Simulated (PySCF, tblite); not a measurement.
# C₂HFN₂S: vibronic structure

Aim: compute the vibronic structure of C₂HFN₂S (`Fc1nncs1`).

Computed with tblite 0.8.0 and PySCF 2.14.0 and routines of our own; the level stands in each step. Atoms count from 0.

### 1 The starting structure

7 atoms, charge 0, multiplicity 1; geometry from: force field or distance geometry start.

### 2 Optimising the geometry with GFN2-xTB

Job settings and geometry (Å):

```
{"job": {"kind": "relax", "xc": "GFN2-xTB", "basis": "xTB"}, "charge": 0, "multiplicity": 1}
F      2.575900     0.244900     0.704400
C      1.236100     0.123800     0.416900
N      0.545300    -0.994900     0.558500
N     -0.706400    -0.983800     0.253700
C     -1.308900     0.077500    -0.156400
S      0.009600     1.365700    -0.196200
H     -2.348300     0.171600    -0.436900
```

Run with:

```bash
> OMP_NUM_THREADS=1 python excited_run.py task.json out
```

One launch serves the whole session: the jobs run in the order shown.

What it wrote:

```text
step      E/eV     max force
  0    -504.76965    3.272
  1    -505.06758    2.367
  2    -505.31964    1.927
  3    -505.46876    1.386
  4    -505.53195    0.698
  5    -505.54433    0.426
  6    -505.55528    0.327
  7    -505.56691    0.263
  8    -505.57117    0.203
  9    -505.57316    0.096
 10    -505.57360    0.048
 11    -505.57373    0.030
 12    -505.57382    0.029
 13    -505.57387    0.016
 14    -505.57389    0.010
```

It took 0.08 s on 1 thread of Arm Neoverse N1, shared host.

Step by step:

| step | energy from step 0 (eV) | largest force (eV/Å) |
| --- | --- | --- |
| 0 | 0.0000 | 3.2721 |
| 1 | -0.2979 | 2.3672 |
| 2 | -0.5500 | 1.9265 |
| 3 | -0.6991 | 1.3863 |
| 4 | -0.7623 | 0.6979 |
| 5 | -0.7747 | 0.4263 |
| 6 | -0.7856 | 0.3267 |
| 7 | -0.7973 | 0.2627 |
| 8 | -0.8015 | 0.2028 |
| 9 | -0.8035 | 0.0962 |
| 10 | -0.8039 | 0.0484 |
| 11 | -0.8041 | 0.0296 |
| 12 | -0.8042 | 0.0287 |
| 13 | -0.8042 | 0.0164 |
| 14 | -0.8042 | 0.0100 |

Distances of close pairs at the start and the end, largest changes first:

| bond | before (Å) | after (Å) | change (Å) |
| --- | --- | --- | --- |
| C4–S5 | 1.844 | 1.740 | -0.103 |
| C1–S5 | 1.850 | 1.755 | -0.095 |
| F0–C1 | 1.376 | 1.307 | -0.068 |
| C1–N2 | 1.322 | 1.279 | -0.043 |
| N2–N3 | 1.288 | 1.322 | +0.034 |
| C4–H6 | 1.081 | 1.071 | -0.010 |
| N3–C4 | 1.287 | 1.280 | -0.008 |

The final coordinates are the input of the step that follows.

### 3 Harmonic vibrations with GFN2-xTB

Job settings and geometry (Å):

```
{"job": {"kind": "ir", "xc": "GFN2-xTB", "basis": "xTB"}, "charge": 0, "multiplicity": 1}
F      2.372600     0.340077     0.630635
C      1.110342     0.089282     0.400868
N      0.561645    -1.053488     0.574201
N     -0.725661    -1.050859     0.271298
C     -1.164741     0.081349    -0.131741
S      0.031667     1.344160    -0.184591
H     -2.182518     0.254383    -0.416787
```

What it wrote:

```text
mode    cm-1     km/mol
  1     268.4      0.46
  2     347.3      3.14
  3     519.6     19.58
  4     547.6      3.56
  5     612.9      1.83
  6     665.3      5.48
  7     743.0     17.98
  8     794.7      4.24
  9     876.6     29.08
 10    1087.1      4.85
 11    1168.7    325.88
 12    1222.1     73.54
 13    1477.2     63.11
 14    1571.6    159.47
 15    3173.6      0.33
```

Run time: 0.18 s. Hardware: 1 thread of Arm Neoverse N1, shared host.

Which atoms move in the most intense modes:

| cm⁻¹ | km/mol | atoms |
| --- | --- | --- |
| 520 | 19.6 | C1 56 %, N3 15 %, C4 15 % |
| 665 | 5.5 | S5 33 %, C1 31 %, N2 20 %, C4 10 % |
| 743 | 18.0 | C4 35 %, S5 24 %, N3 20 %, F0 14 % |
| 877 | 29.1 | C4 32 %, N3 32 %, H6 16 %, N2 14 % |
| 1169 | 325.9 | C1 53 %, N2 26 %, F0 19 % |
| 1222 | 73.5 | N3 44 %, N2 39 %, H6 11 % |
| 1477 | 63.1 | C4 50 %, N3 46 % |
| 1572 | 159.5 | C1 66 %, N2 27 % |

### 4 Vibronic structure: TDDFT PBE0/def2-SVPD

The job, as its differences from that of step 3:

```diff
@@ -1,2 +1,2 @@
-{"job": {"kind": "ir", "xc": "GFN2-xTB", "basis": "xTB"}, "charge": 0, "multiplicity": 1}
+{"job": {"kind": "vib", "xc": "PBE0", "basis": "def2-SVPD", "tda": false}, "charge": 0, "multiplicity": 1}
 F      2.372600     0.340077     0.630635
```

With the program's defaults for keys left out, this is: TDDFT PBE0/def2-SVPD vertical-gradient vibronic structure (displaced harmonic oscillators, Condon), gas phase.

What it wrote:

```text
final grid: 34688 points
cycle   1  E = -683.4817703595  dE =  1.287e+00  |g| = 5.199e-01  |ddm| = 4.381e+00
cycle   2  E = -683.3635133860  dE =  1.183e-01  |g| = 9.148e-01  |ddm| = 1.777e+00
cycle   3  E = -683.5352749571  dE = -1.718e-01  |g| = 1.463e-01  |ddm| = 1.356e+00
cycle   4  E = -683.5390551823  dE = -3.780e-03  |g| = 7.264e-02  |ddm| = 3.158e-01
cycle   5  E = -683.5402878775  dE = -1.233e-03  |g| = 1.127e-02  |ddm| = 1.311e-01
cycle   6  E = -683.5403079090  dE = -2.003e-05  |g| = 7.568e-03  |ddm| = 2.130e-02
cycle   7  E = -683.5403226566  dE = -1.475e-05  |g| = 8.622e-04  |ddm| = 9.885e-03
cycle   8  E = -683.5403228384  dE = -1.818e-07  |g| = 2.777e-04  |ddm| = 1.787e-03
cycle   9  E = -683.5403228574  dE = -1.901e-08  |g| = 1.326e-04  |ddm| = 6.967e-04
cycle  10  E = -683.5403228619  dE = -4.466e-09  |g| = 2.390e-05  |ddm| = 2.071e-04
cycle  11  E = -683.5403228620  dE = -1.282e-10  |g| = 1.068e-05  |ddm| = 4.929e-05
converged SCF energy = -683.5403228620

Singlet excitations (eV, f): 4.831 (0.0001)  6.026 (0.0115)  6.241 (0.0630)  6.252 (0.0004)  6.451 (0.0023)  6.620 (0.0033)

State S1  4.8309 eV  f = 0.00010  H->L 0.99
  relaxed dipole 1.407 D, largest gradient of the excitation energy 0.1531 Eh/bohr
  mode    cm-1        S   lambda/meV  Raman
   12   1222.1    3.8530     583.8   1.000
   13   1477.2    0.6410     117.4   0.243
   14   1571.6    0.2569      50.1   0.110
    9    876.6    0.4433      48.2   0.059
   10   1087.1    0.3067      41.3   0.063
    2    347.3    0.3641      15.7   0.008
    7    743.0    0.0921       8.5   0.009
    4    547.6    0.1227       8.3   0.006
   15   3173.6    0.0059       2.3   0.010
  reorganisation energy 0.8758 eV, total S 6.087, 0-0 3.9551 eV
  absorption maximum 4.744 eV, width 0.832 eV

State S2  6.0257 eV  f = 0.01149  H->L+1 0.56, H-1->L 0.25, H-2->L 0.17
  relaxed dipole 1.012 D, largest gradient of the excitation energy 0.0700 Eh/bohr
  mode    cm-1        S   lambda/meV  Raman
    6    665.3    1.9759     163.0   0.807
   12   1222.1    0.7257     110.0   1.000
   13   1477.2    0.2188      40.1   0.440
    2    347.3    0.6545      28.2   0.073
    4    547.6    0.3154      21.4   0.087
   11   1168.7    0.1182      17.1   0.149
    9    876.6    0.1486      16.2   0.105
    7    743.0    0.1339      12.3   0.068
   14   1571.6    0.0234       4.6   0.053
   10   1087.1    0.0077       1.0   0.008
  reorganisation energy 0.4141 eV, total S 4.323, 0-0 5.6117 eV
  absorption maximum 5.932 eV, width 0.502 eV

State S3  6.2409 eV  f = 0.06302  H-1->L 0.69, H->L+1 0.14, H-2->L 0.12
  relaxed dipole 1.798 D, largest gradient of the excitation energy 0.0905 Eh/bohr
  mode    cm-1        S   lambda/meV  Raman
   14   1571.6    0.9291     181.0   1.000
   12   1222.1    0.9125     138.3   0.594
    4    547.6    1.5248     103.5   0.199
   13   1477.2    0.5104      93.5   0.485
   11   1168.7    0.4170      60.4   0.248
    7    743.0    0.4293      39.5   0.103
   10   1087.1    0.0573       7.7   0.030
    2    347.3    0.1352       5.8   0.007
    6    665.3    0.0173       1.4   0.003
    9    876.6    0.0052       0.6   0.002
  reorganisation energy 0.6321 eV, total S 4.940, 0-0 5.6087 eV
  absorption maximum 6.155 eV, width 0.714 eV

State T1  4.2133 eV  f = 0.00000  H-1->L 0.96
  relaxed dipole 2.102 D, largest gradient of the excitation energy 0.1183 Eh/bohr
  mode    cm-1        S   lambda/meV  Raman
   13   1477.2    2.1252     389.2   1.000
   14   1571.6    0.9707     189.1   0.517
   12   1222.1    1.2349     187.1   0.398
    6    665.3    0.5908      48.7   0.056
    4    547.6    0.5903      40.1   0.038
   11   1168.7    0.1993      28.9   0.059
   10   1087.1    0.1031      13.9   0.026
    2    347.3    0.3223      13.9   0.008
    7    743.0    0.0512       4.7   0.006
    9    876.6    0.0305       3.3   0.005
  reorganisation energy 0.9208 eV, total S 6.223, 0-0 3.2925 eV
  absorption maximum 4.190 eV, width 0.891 eV
```

Wall time 31 s (1 thread of Arm Neoverse N1, shared host); peak memory 0.64 GiB.

The fields below are evaluated on a grid from the run's orbitals.

Frontier orbitals at PBE0/def2-SVPD, with the share of their density that lies nearest to each atom:

| orbital | energy (eV) | lies on |
| --- | --- | --- |
| HOMO | -8.06 | N3 45 %; N2 33 %; S5 8 % |
| LUMO | -1.51 | S5 24 %; C1, C4 about 23 % each; N3 14 % |

ELF in a plane through or near 7 of the atoms.

Ten even steps from ' ' (0.00) to '@' (1.00):
```
                                                        
                                                        
                      ..                                
                  --****::    ..++**==                  
                ..**%%%%++..  --%%%%##::                
                --%%@@@@%%++--##@@@@%%++..              
                ..**@@%%********@@@@%%--                
          ....    ::##--++++##--::##==                  
        ..==**++--::##%%##++++**%%##--------::          
        ::##%%%%##++====++::..++----++@@@@@@@@::        
      ..--##%%--**##%%====::::++--@@**@@@@@@@@--        
        ::##%%++##++==##%%****%%##--%%@@@@@@@@--        
        ..++##%%**..==##==::::--##++==%%@@@@##          
          ::--==::  ::**::**##..**--    ..::            
                    --**##==--****--                    
                    --**%%@@@@%%**--                    
                    --++%%%%%%%%++::                    
                    ..::++++++==::..                    
                          ....                          
                                                        
```
The map spans 10.0 Å across and 8.0 Å up, centred on the molecule. Atoms in the plane (x, y in Å): F0 (-2.4, -0.3), C1 (-1.1, -0.1), N2 (-0.6, 1.1), N3 (0.7, 1.1), C4 (1.2, -0.1), S5 (0.0, -1.4), H6 (2.3, -0.3).

On the surface of density 0.002 e/bohr³ the electrostatic potential runs, from the 1st to the 99th percentile, from -1.50 V near N3 to 1.73 V near H6.

### 5 Vibronic structure: TDA PBE0/def2-SVPD

The job, as its differences from that of step 4:

```diff
@@ -1,2 +1,2 @@
-{"job": {"kind": "vib", "xc": "PBE0", "basis": "def2-SVPD", "tda": false}, "charge": 0, "multiplicity": 1}
+{"job": {"kind": "vib", "xc": "PBE0", "basis": "def2-SVPD", "tda": true, "temperature": 600, "grid": 3}, "charge": 0, "multiplicity": 1}
 F      2.372600     0.340077     0.630635
```

Method: TDA PBE0/def2-SVPD vertical-gradient vibronic structure (displaced harmonic oscillators, Condon), gas phase.

What it wrote:

```text
coarse grid: 7632 points
cycle   1  E = -683.4121524845  dE =  1.287e+00  |g| = 5.205e-01  |ddm| = 4.371e+00
cycle   2  E = -683.2889022616  dE =  1.233e-01  |g| = 9.263e-01  |ddm| = 1.807e+00
cycle   3  E = -683.4658504251  dE = -1.769e-01  |g| = 1.488e-01  |ddm| = 1.381e+00
cycle   4  E = -683.4697778689  dE = -3.927e-03  |g| = 7.289e-02  |ddm| = 3.171e-01
cycle   5  E = -683.4710104155  dE = -1.233e-03  |g| = 1.150e-02  |ddm| = 1.308e-01
cycle   6  E = -683.4710315724  dE = -2.116e-05  |g| = 7.715e-03  |ddm| = 2.179e-02
cycle   7  E = -683.4710468051  dE = -1.523e-05  |g| = 8.492e-04  |ddm| = 9.995e-03
cycle   8  E = -683.4710469840  dE = -1.788e-07  |g| = 2.652e-04  |ddm| = 1.803e-03
final grid: 98992 points
cycle   9  E = -683.5402989743  dE = -1.015e-05  |g| = 8.229e-03  |ddm| = 4.961e-02
cycle  10  E = -683.5402521815  dE =  4.679e-05  |g| = 1.556e-02  |ddm| = 3.835e-02
cycle  11  E = -683.5403153531  dE = -6.317e-05  |g| = 2.173e-03  |ddm| = 2.767e-02
cycle  12  E = -683.5403163977  dE = -1.045e-06  |g| = 3.058e-04  |ddm| = 3.005e-03
cycle  13  E = -683.5403164203  dE = -2.254e-08  |g| = 6.339e-05  |ddm| = 4.832e-04
cycle  14  E = -683.5403164208  dE = -5.127e-10  |g| = 3.971e-05  |ddm| = 1.168e-04
cycle  15  E = -683.5403164212  dE = -4.022e-10  |g| = 1.016e-05  |ddm| = 5.710e-05
converged SCF energy = -683.5403164212

Singlet excitations (eV, f): 4.870 (0.0002)  6.062 (0.0058)  6.271 (0.0002)  6.492 (0.0839)  6.516 (0.0020)  6.658 (0.0073)

State S1  4.8700 eV  f = 0.00016  H->L 0.99
  relaxed dipole 1.420 D, largest gradient of the excitation energy 0.1534 Eh/bohr
  mode    cm-1        S   lambda/meV  Raman
   12   1222.1    3.9089     592.3   1.000
   13   1477.2    0.6243     114.3   0.233
   14   1571.6    0.2672      52.1   0.113
    9    876.6    0.4338      47.1   0.057
   10   1087.1    0.3210      43.3   0.065
    2    347.3    0.3695      15.9   0.008
    7    743.0    0.0971       8.9   0.009
    4    547.6    0.1295       8.8   0.007
   15   3173.6    0.0057       2.3   0.010
  reorganisation energy 0.8852 eV, total S 6.158, 0-0 3.9848 eV
  absorption maximum 4.776 eV, width 0.882 eV

State S4  6.4920 eV  f = 0.08392  H-1->L 0.80
  relaxed dipole 2.172 D, largest gradient of the excitation energy 0.0859 Eh/bohr
  mode    cm-1        S   lambda/meV  Raman
   14   1571.6    0.8950     174.4   1.000
   13   1477.2    0.7456     136.6   0.736
   12   1222.1    0.7319     110.9   0.494
    4    547.6    1.2907      87.6   0.175
   11   1168.7    0.3661      53.0   0.226
    7    743.0    0.2492      23.0   0.062
   10   1087.1    0.0512       6.9   0.027
    2    347.3    0.1455       6.3   0.008
    6    665.3    0.0759       6.3   0.015
    9    876.6    0.0506       5.5   0.018
  reorganisation energy 0.6106 eV, total S 4.602, 0-0 5.8814 eV
  absorption maximum 6.415 eV, width 0.768 eV

State T1  4.2134 eV  f = 0.00000  H-1->L 0.96
  relaxed dipole 2.102 D, largest gradient of the excitation energy 0.1183 Eh/bohr
  mode    cm-1        S   lambda/meV  Raman
   13   1477.2    2.1255     389.3   1.000
   14   1571.6    0.9708     189.2   0.517
   12   1222.1    1.2349     187.1   0.398
    6    665.3    0.5907      48.7   0.056
    4    547.6    0.5900      40.1   0.038
   11   1168.7    0.1994      28.9   0.059
   10   1087.1    0.1032      13.9   0.026
    2    347.3    0.3227      13.9   0.008
    7    743.0    0.0512       4.7   0.006
    9    876.6    0.0304       3.3   0.005
  reorganisation energy 0.9209 eV, total S 6.223, 0-0 3.2925 eV
  absorption maximum 4.190 eV, width 0.960 eV
```

Run time: 41 s. Hardware: 1 thread of Arm Neoverse N1, shared host; peak memory 0.76 GiB.

### 6 Vibronic structure: TDDFT PBE/6-311G*

The job, as its differences from that of step 5:

```diff
@@ -1,2 +1,2 @@
-{"job": {"kind": "vib", "xc": "PBE0", "basis": "def2-SVPD", "tda": true, "temperature": 600, "grid": 3}, "charge": 0, "multiplicity": 1}
+{"job": {"kind": "vib", "xc": "PBE", "basis": "6-311G*", "tda": false, "fwhm_ev": 0.15, "grid": 2, "nbright": 1}, "charge": 0, "multiplicity": 1}
 F      2.372600     0.340077     0.630635
```

With the program's defaults for keys left out, this is: TDDFT PBE/6-311G* vertical-gradient vibronic structure (displaced harmonic oscillators, Condon), gas phase.

What it wrote:

```text
coarse grid: 7632 points
cycle   1  E = -683.8435151978  dE =  1.178e+00  |g| = 5.924e-01  |ddm| = 2.669e+00
cycle   2  E = -683.2859330552  dE =  5.576e-01  |g| = 1.653e+00  |ddm| = 2.160e+00
cycle   3  E = -683.8736718068  dE = -5.877e-01  |g| = 3.941e-01  |ddm| = 1.973e+00
cycle   4  E = -683.9037858061  dE = -3.011e-02  |g| = 1.533e-01  |ddm| = 4.252e-01
cycle   5  E = -683.9080442124  dE = -4.258e-03  |g| = 5.270e-02  |ddm| = 1.330e-01
cycle   6  E = -683.9086745577  dE = -6.303e-04  |g| = 2.474e-02  |ddm| = 6.100e-02
cycle   7  E = -683.9088141022  dE = -1.395e-04  |g| = 4.146e-03  |ddm| = 2.098e-02
cycle   8  E = -683.9088171360  dE = -3.034e-06  |g| = 1.408e-03  |ddm| = 3.686e-03
final grid: 73128 points
cycle   9  E = -683.9120659431  dE = -2.125e-05  |g| = 1.324e-02  |ddm| = 2.236e-02
cycle  10  E = -683.9118193322  dE =  2.466e-04  |g| = 3.325e-02  |ddm| = 4.020e-02
cycle  11  E = -683.9120894932  dE = -2.702e-04  |g| = 7.266e-03  |ddm| = 3.602e-02
cycle  12  E = -683.9121016379  dE = -1.214e-05  |g| = 1.593e-03  |ddm| = 5.635e-03
cycle  13  E = -683.9121022977  dE = -6.598e-07  |g| = 2.164e-04  |ddm| = 1.664e-03
cycle  14  E = -683.9121023023  dE = -4.632e-09  |g| = 1.558e-04  |ddm| = 2.703e-04
cycle  15  E = -683.9121023085  dE = -6.209e-09  |g| = 2.056e-05  |ddm| = 1.424e-04
cycle  16  E = -683.9121023086  dE = -6.298e-11  |g| = 1.307e-05  |ddm| = 2.511e-05
converged SCF energy = -683.9121023086

Singlet excitations (eV, f): 4.385 (0.0001)  5.401 (0.0237)  5.840 (0.0002)  5.905 (0.0011)  5.998 (0.0755)  6.533 (0.0080)

State S1  4.3854 eV  f = 0.00008  H->L 0.99
  relaxed dipole 1.361 D, largest gradient of the excitation energy 0.1351 Eh/bohr
  mode    cm-1        S   lambda/meV  Raman
   12   1222.1    3.0936     468.8   1.000
   13   1477.2    0.4992      91.4   0.236
   14   1571.6    0.2827      55.1   0.151
   10   1087.1    0.2961      39.9   0.076
    9    876.6    0.2457      26.7   0.041
    4    547.6    0.2262      15.4   0.015
    2    347.3    0.2123       9.1   0.006
    7    743.0    0.0440       4.1   0.005
   15   3173.6    0.0053       2.1   0.011
   11   1168.7    0.0116       1.7   0.003
    6    665.3    0.0076       0.6   0.001
  reorganisation energy 0.7148 eV, total S 4.924, 0-0 3.6706 eV
  absorption maximum 4.313 eV, width 0.804 eV

State S5  5.9983 eV  f = 0.07546  H-1->L 0.88
  relaxed dipole 2.005 D, largest gradient of the excitation energy 0.0879 Eh/bohr
  mode    cm-1        S   lambda/meV  Raman
   13   1477.2    0.8664     158.7   1.000
   14   1571.6    0.6207     121.0   0.811
   12   1222.1    0.4987      75.6   0.394
    4    547.6    1.0199      69.2   0.162
   11   1168.7    0.3456      50.1   0.250
    6    665.3    0.2983      24.6   0.070
    7    743.0    0.1399      12.9   0.041
    9    876.6    0.1005      10.9   0.041
    2    347.3    0.1551       6.7   0.010
   10   1087.1    0.0307       4.1   0.019
  reorganisation energy 0.5341 eV, total S 4.077, 0-0 5.4642 eV
  absorption maximum 5.928 eV, width 0.694 eV

State T1  3.9691 eV  f = 0.00000  H->L 0.99
  relaxed dipole 1.233 D, largest gradient of the excitation energy 0.1309 Eh/bohr
  mode    cm-1        S   lambda/meV  Raman
   12   1222.1    2.6258     397.9   1.000
   13   1477.2    0.5987     109.6   0.333
   14   1571.6    0.1813      35.3   0.114
    9    876.6    0.3107      33.8   0.061
   10   1087.1    0.1924      25.9   0.058
    4    547.6    0.1347       9.1   0.010
    2    347.3    0.1748       7.5   0.005
   15   3173.6    0.0060       2.4   0.016
    7    743.0    0.0178       1.6   0.003
   11   1168.7    0.0080       1.2   0.003
  reorganisation energy 0.6244 eV, total S 4.250, 0-0 3.3447 eV
  absorption maximum 3.959 eV, width 0.748 eV
```

Wall time 36 s (1 thread of Arm Neoverse N1, shared host); peak memory 0.65 GiB.

### 7 What came out

| quantity | value |
| --- | --- |
| strongest single infrared mode (GFN2-xTB) | 1169 cm⁻¹, 326 km/mol |
| zero-point energy (GFN2-xTB) | 21.6 kcal/mol |
| S1: vertical, reorganisation, 0-0, total S (step 4, TDDFT PBE0/def2-SVPD, modes from GFN2-xTB) | 4.83, 0.88, 3.96 eV; 6.1 |
| S2: vertical, reorganisation, 0-0, total S (step 4, TDDFT PBE0/def2-SVPD, modes from GFN2-xTB) | 6.03, 0.41, 5.61 eV; 4.3 |
| S3: vertical, reorganisation, 0-0, total S (step 4, TDDFT PBE0/def2-SVPD, modes from GFN2-xTB) | 6.24, 0.63, 5.61 eV; 4.9 |
| surface potential, 1st and 99th percentile | -1.50 V and 1.73 V |
| S1: vertical, reorganisation, 0-0, total S (step 5, TDA PBE0/def2-SVPD, modes from GFN2-xTB) | 4.87, 0.89, 3.98 eV; 6.2 |
| S4: vertical, reorganisation, 0-0, total S (step 5, TDA PBE0/def2-SVPD, modes from GFN2-xTB) | 6.49, 0.61, 5.88 eV; 4.6 |
| T1: vertical, reorganisation, 0-0, total S (step 5, TDA PBE0/def2-SVPD, modes from GFN2-xTB) | 4.21, 0.92, 3.29 eV; 6.2 |
| S1: vertical, reorganisation, 0-0, total S (step 6, TDDFT PBE/6-311G*, modes from GFN2-xTB) | 4.39, 0.71, 3.67 eV; 4.9 |
| S5: vertical, reorganisation, 0-0, total S (step 6, TDDFT PBE/6-311G*, modes from GFN2-xTB) | 6.00, 0.53, 5.46 eV; 4.1 |
| T1: vertical, reorganisation, 0-0, total S (step 6, TDA PBE/6-311G*, modes from GFN2-xTB) | 3.97, 0.62, 3.34 eV; 4.2 |

No mode is imaginary among the 15: a minimum at this level. The strongest single mode, at 1169 cm⁻¹, moves mainly C1. Unscaled tight-binding wavenumbers are off by several per cent, some by more. Its intensities can rank the bands wrongly. Some states lie very close; unless symmetry makes them partners, their order is unsure. The vibronic model keeps the ground-state modes (from xTB) and shifts them along the gradient alone, so it can miss much of the relaxation that a full optimisation finds. By nearest atom (PBE0/def2-SVPD), the HOMO sits on N3 45 %; N2 33 % and the LUMO on S5 24 %; C1, C4 about 23 % each.
